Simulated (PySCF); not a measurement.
# Functional dependence of a UV spectrum

Sulfuryl chloride, Cl2O2S.
Structure used (PBE0-D3(BJ)/def2-SVP), in Å, numbered top down from 1:
```
atom  x, y, z in Å
O1     1.162   -0.115   -1.121
S2     0.285   -0.081    0.015
O3     0.671   -0.520    1.327
Cl4   -0.455    1.826    0.186
Cl5   -1.445   -1.067   -0.492
```

Linear-response calculations in the def2-SVPD basis (PySCF; singlets by full response, triplets Tamm–Dancoff, core orbitals frozen in the response; HF means time-dependent Hartree–Fock). 'Strongest' is the level of largest summed f among the singlets computed (10 roots, of which the last may lack a degenerate partner); it can jump between rows when another state enters that window. S1 is the lowest singlet of each run and needn't be the same state throughout; f(S1) is that of one state. Isolated species at its PBE0-D3(BJ)/def2-SVP geometry, gas phase.

```
functional                               kind  S1 (eV)  f(S1)  strongest (eV)  T1 (eV)  HOMO (eV)  gap (eV)  ionisation energy, ΔSCF (eV)
       LDA                                LDA     4.09  0.001            5.83     3.75      -8.66      3.89                         11.90
       PBE                                GGA     4.13  0.001            5.85     3.75      -8.49      3.95                         11.79
     B3LYP  global hybrid, 20% exact exchange     4.55  0.000            6.17     4.05      -9.78      5.82                         12.13
      PBE0  global hybrid, 25% exact exchange     4.75  0.000            6.37     4.19     -10.08      6.39                         12.24
 CAM-B3LYP             range-separated hybrid     4.86  0.000            6.47     4.26     -11.49      8.84                         12.53
   wB97X-D             range-separated hybrid     4.87  0.000            6.49     4.32     -11.99     10.00                         12.47
   LC-wPBE             range-separated hybrid     5.17  0.000            6.79     4.51     -12.90     11.44                         12.89
        HF                       Hartree–Fock     5.91  0.002            7.67     5.03     -13.77     13.76                   not settled
```

**Question.** What does BHandHLYP (global hybrid, 50% exact exchange) give?

**Answer.** S1 (eV) 5.12, f(S1) 0.001, strongest (eV) 6.76, T1 (eV) 4.47, HOMO (eV) -11.51, gap (eV) 8.78, ionisation energy, ΔSCF (eV) 12.60. S1 runs from 4.09 eV (LDA) to 5.91 eV (HF), a spread of 1.83 eV, while the orbital gap spreads over 9.9 eV. Along PBE (0%), B3LYP (20%), PBE0 (25%), BHandHLYP (50%), HF (100%) S1 rises with the share of exact exchange. −ε(HOMO) comes closest to its own ΔSCF ionisation energy with LC-wPBE (+0.01 eV) and misses most with PBE (-3.29 eV). 'Not settled' means that the ion's SCF failed to converge or may have ended in another state than the lowest.
